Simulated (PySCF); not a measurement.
Here is a computed PBE0-D3(BJ)/def2-SVP geometry (Å):
```
atom  x, y, z in Å
C1     2.025   -0.019   -0.180
C2     0.604   -0.009    0.132
C3    -0.579   -0.004    0.394
C4    -2.000    0.004    0.706
H5     2.438    1.002   -0.198
H6     2.215   -0.474   -1.165
H7     2.593   -0.594    0.569
H8    -2.591   -0.435   -0.113
H9    -2.368    1.029    0.870
H10   -2.212   -0.576    1.618
```

Charge 0, singlet.

Task: Read off the bonds between heavy atoms and their formal orders.

Result: C1–C2 1.45 Å (single); C2–C3 1.21 Å (triple); C3–C4 1.45 Å (single). Bonds to hydrogen (Å): C1–H5 1.10; C1–H6 1.10; C1–H7 1.10; C4–H8 1.10; C4–H9 1.10; C4–H10 1.10.

Task: Write the SMILES.

Result: `CC#CC`, C4H6, 2-butyne.

Task: What is the point group of this geometry?

Result: D3h (every atom within 0.08 Å of its image).

Task: Classify the heavy atoms.

Result: C1/C4: propargylic carbon; C2/C3: alkyne carbon.

Task: What is the arrangement about C2?

Result: It has 2 neighbours (C1, C3) and is linear (angle 179.8°).

Task: What is the arrangement about C1?

Result: It has 4 neighbours (C2, H5, H6, H7) and is tetrahedral (angles from 107.6° to 111.3°).
